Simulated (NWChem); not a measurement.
# chloromethane (CH$_{3}$Cl); SMILES CCl

Program: NWChem. Structure relaxed at the PBE0/def2-SVP level. Vertical excitations in the gas phase.

### Question
What does the run give for Hartree-Fock/aug-cc-pVDZ, CIS? Quantities: lowest excitation, singlet (eV); oscillator strength of that lowest state; orbital gap (eV).

### Answer
```yaml
lowest excitation, singlet (eV): 8.24
oscillator_strength_of_that_lowest_state: 0.004
orbital gap (eV): 12.78
```
